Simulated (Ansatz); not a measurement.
**CH₆Al (doublet): from Hartree-Fock to the top rungs at distance Al1–H4 along a hydrogen transfer = 2.357 Å, cc-pVDZ**

How much of the correlation energy of CH₆Al (doublet) does each wave-function method recover here?

Computed with Ansatz 0.2.0, Gaussian basis. Level: cc-pVDZ, core rule «outside noble gas», up to 6 orbitals frozen.

The runs, in order: UHF; CCSD(T) on ROHF; CCSD(T) on UHF; BCCD(T) on ROHF; CISD; CCSDT(Q) on ROHF; CCSDT(Q) on UHF; CASSCF and MRCISD+Q, 3 electrons in 3 orbitals; CASSCF and NEVPT2, 3 electrons in 3 orbitals; CASSCF and MRCISD+Q, 9 electrons in 9 orbitals; CASSCF and NEVPT4(SD), 9 electrons in 9 orbitals; CASSCF and NEVPT2, 9 electrons in 9 orbitals.

**1. The geometry**

The geometry derives from fragments relaxed apart (PBE0/def2-TZVP) and kept rigid, so it is no stationary point. A hydrogen atom is moved between rigid fragments.

8 atoms, charge 0, spin multiplicity 2.

Atoms are counted from 1 here; the program's logs count them from 0.

Bond lengths: Al1–H2 1.586 Å, Al1–H3 1.586 Å, H4–C5 1.090 Å, C5–H6 1.080 Å, C5–H7 1.080 Å, C5–H8 1.080 Å. Angles: H2–Al1–H3 120.0°, H4–C5–H6 90.0°, H4–C5–H7 90.0°, H4–C5–H8 90.0°, H6–C5–H7 120.0°, H6–C5–H8 120.0°, H7–C5–H8 120.0°.

**2. UHF**

Contents of in.yaml:

```yaml
crystal:
  periodic: [false, false, false]
  atoms:
    - {symbol: Al, position_ang: [-1.167882, 0.000000, 0.000000]}
    - {symbol: H, position_ang: [-1.960805, 1.373384, 0.000000]}
    - {symbol: H, position_ang: [-1.960806, -1.373384, 0.000000]}
    - {symbol: H, position_ang: [1.189118, 0.000000, 0.000000]}
    - {symbol: C, position_ang: [2.279118, 0.000000, 0.000000]}
    - {symbol: H, position_ang: [2.279118, -1.080022, 0.000000]}
    - {symbol: H, position_ang: [2.279118, 0.540011, 0.935327]}
    - {symbol: H, position_ang: [2.279118, 0.540011, -0.935327]}
basis:
  gaussian: {orbitals: cc-pVDZ}
magnetization: {spin_polarized: true, initial_magnetization: 1}
hamiltonian: {xc: hf}
output: {orbitals: {seedname: orbitals}}
```

Launch:

```console
ansatz run in.yaml --threads 1 --pin off --events-out ev --progress --plain --max-ram 2816MiB --backend cpu
```

The runs that follow: CCSD(T) on ROHF; CCSD(T) on UHF; BCCD(T) on ROHF; CISD; CCSDT(Q) on ROHF; CCSDT(Q) on UHF; CASSCF and MRCISD+Q, 3 electrons in 3 orbitals; CASSCF and NEVPT2, 3 electrons in 3 orbitals; CASSCF and MRCISD+Q, 9 electrons in 9 orbitals; CASSCF and NEVPT4(SD), 9 electrons in 9 orbitals; CASSCF and NEVPT2, 9 electrons in 9 orbitals.

**Question.** What will the summary of the whole plan be? Wanted: UCCSDT(Q) below the RHF energy; RMP2 from UCCSDT(Q); UMP2 from UCCSDT(Q); RCCSD from UCCSDT(Q); RCCSD(T) from UCCSDT(Q); UCCSD(T) from UCCSDT(Q); RCCSDT(Q) from UCCSDT(Q); NEVPT2 frontier from UCCSDT(Q); NEVPT4(SD) frontier from UCCSDT(Q).

**Answer**, as computed:

| quantity | value |
| --- | --- |
| UCCSDT(Q) below the RHF energy | -7.5494 eV |
| RMP2 from UCCSDT(Q) | +128.8 kJ/mol |
| UMP2 from UCCSDT(Q) | +128.7 kJ/mol |
| RCCSD from UCCSDT(Q) | +18.2 kJ/mol |
| RCCSD(T) from UCCSDT(Q) | +3.0 kJ/mol |
| UCCSD(T) from UCCSDT(Q) | +3.0 kJ/mol |
| RCCSDT(Q) from UCCSDT(Q) | 0.0 kJ/mol |
| NEVPT2 frontier from UCCSDT(Q) | +131.1 kJ/mol |
| NEVPT4(SD) frontier from UCCSDT(Q) | +14.5 kJ/mol |
| MRCISD+Q frontier from UCCSDT(Q) | +2.7 kJ/mol |
| levels within 1 kcal/mol (43 meV) | RCCSD(T), UCCSD(T), BCCD(T), RCCSDT, UCCSDT, RCCSDT(Q), MRCISD+Q frontier |
| T1 diagnostic | 0.014 |

What this shows: RCCSD(T) misses by +3.0 kJ/mol, 0.4 % of the correlation energy. Of the multireference levels listed MRCISD+Q frontier comes nearest in total energy (+2.7 kJ/mol), which doesn't show that its space is the better one. These misses are within one basis, not against nature; the frozen cores of restricted and unrestricted runs differ, which can shift their rows.
